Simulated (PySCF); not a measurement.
Molfile (atoms numbered from 1):
```
C5H12O
     RDKit          3D

 18 17  0  0  0  0  0  0  0  0999 V2000
    2.6532   -0.4247    0.4858 C   0  0  0  0  0  0  0  0  0  0  0  0
    1.4399    0.3099   -0.0637 C   0  0  0  0  0  0  0  0  0  0  0  0
    0.2895   -0.4451    0.2376 O   0  0  0  0  0  0  0  0  0  0  0  0
   -0.8970   -0.0401   -0.4193 C   0  0  0  0  0  0  0  0  0  0  0  0
   -1.4471    1.2822    0.1228 C   0  0  0  0  0  0  0  0  0  0  0  0
   -1.9071   -1.1670   -0.2237 C   0  0  0  0  0  0  0  0  0  0  0  0
    3.5575    0.1397    0.2748 H   0  0  0  0  0  0  0  0  0  0  0  0
    2.5505   -0.5490    1.5600 H   0  0  0  0  0  0  0  0  0  0  0  0
    2.7284   -1.4078    0.0297 H   0  0  0  0  0  0  0  0  0  0  0  0
    1.3786    1.3117    0.3877 H   0  0  0  0  0  0  0  0  0  0  0  0
    1.5309    0.4338   -1.1554 H   0  0  0  0  0  0  0  0  0  0  0  0
   -0.6854    0.0793   -1.4978 H   0  0  0  0  0  0  0  0  0  0  0  0
   -0.7622    2.1028   -0.0770 H   0  0  0  0  0  0  0  0  0  0  0  0
   -2.3983    1.5051   -0.3527 H   0  0  0  0  0  0  0  0  0  0  0  0
   -1.5960    1.2048    1.1970 H   0  0  0  0  0  0  0  0  0  0  0  0
   -2.8312   -0.9414   -0.7487 H   0  0  0  0  0  0  0  0  0  0  0  0
   -1.4981   -2.0987   -0.6045 H   0  0  0  0  0  0  0  0  0  0  0  0
   -2.1150   -1.2892    0.8358 H   0  0  0  0  0  0  0  0  0  0  0  0
  1  2  1  0
  2  3  1  0
  3  4  1  0
  4  5  1  0
  4  6  1  0
  1  7  1  0
  1  8  1  0
  1  9  1  0
  2 10  1  0
  2 11  1  0
  4 12  1  0
  5 13  1  0
  5 14  1  0
  5 15  1  0
  6 16  1  0
  6 17  1  0
  6 18  1  0
M  END
```

Method: shieldings: GIAO PBE0/pcSseg-1, GFN2-xTB geometry, in PySCF (single conformer, in vacuum, non-relativistic Hamiltonian, fast rotation and ring inversion assumed for equivalent nuclei).

Problem. Predict the 2D correlation tables (HSQC, COSY, HMBC).

Solution. 

HSQC (one-bond C–H):
```tsv
δH	δC
3.59 (H10/H11)	68.3 (C2)
3.57 (H12)	76.7 (C4)
1.28 (H7/H8/H9)	18.5 (C1)
1.18 (H13/H14/H15/H16/H17/H18)	24.1 (C5/C6)
```

COSY cross peaks (H two or three bonds apart, from the bond graph; peaks can be absent where the dihedral angle is near 90°):
```tsv
δH	δH
3.59 (H10/H11)	1.28 (H7/H8/H9)
3.57 (H12)	1.18 (H13/H14/H15/H16/H17/H18)
```

HMBC (two and three bonds, from the bond graph):
```tsv
δH	δC
3.59 (H10/H11)	76.7 (C4), 18.5 (C1)
3.57 (H12)	68.3 (C2), 24.1 (C5/C6)
1.28 (H7/H8/H9)	68.3 (C2)
1.18 (H13/H14/H15/H16/H17/H18)	76.7 (C4), 24.1 (C5/C6)
```

Referencing at the same level of theory: ¹H (31.72 ppm) and ¹³C (186.93 ppm) against TMS.

Short H···H contacts in this conformer between protons four or more bonds apart (candidates for NOE cross peaks, intensity ∝ r⁻⁶): H11···H12 2.27 Å, H10···H13 2.33 Å.

Shifts are as computed. Against solution values, carbons near 30 ppm lie about +3 ppm off and those near 130 ppm about +5 ppm. Of 1211 compounds with measured shifts, 218 miss one by over three times the rms of a fit or turn the order of signals round; such compounds aren't used in these exercises.
